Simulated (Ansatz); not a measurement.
# F2HP: the cost of one run

Computed with Ansatz 0.2.0, Gaussian basis. Level: def2-QZVPP, core rule «outside noble gas», up to 7 orbitals frozen.

Plan: UHF; ROHF; CCSD(T) on UHF.

2 further runs of the same task are left out: 2 set aside as unsound or not needed.

### 1 The system

The geometry is a PBE0/def2-TZVP stationary point (not a proven minimum) of the parent state, kept for this charge and spin.

4 atoms, charge 1, spin multiplicity 2.

Atoms are counted from 1 here; the program's logs count them from 0.

Bond lengths: F1–P2 1.632 Å, P2–F3 1.632 Å, P2–H4 1.402 Å. Angles: F1–P2–F3 164.9°, F1–P2–H4 97.6°, F3–P2–H4 97.6°.

### 2 UHF

File in.yaml:

```yaml
crystal:
  periodic: [false, false, false]
  atoms:
    - {symbol: F, position_ang: [0.000000, -0.118388, 1.617771]}
    - {symbol: P, position_ang: [0.000000, 0.096465, 0.000000]}
    - {symbol: F, position_ang: [0.000000, -0.118388, -1.617771]}
    - {symbol: H, position_ang: [0.000000, 1.498583, 0.000000]}
basis:
  gaussian: {orbitals: "def2-QZVPP.json"}
total_charge: 1
magnetization: {spin_polarized: true, initial_magnetization: 1}
hamiltonian: {xc: hf}
output: {orbitals: {seedname: orbitals}}
```

Run with:

```sh
$ ansatz run in.yaml --threads 1 --pin off --events-out ev --progress --plain --max-ram 2393MiB
```

What time and memory should one allow on 1 thread of Arm Neoverse V2, shared host?

About 11 s, with a peak of 0.54 GiB.
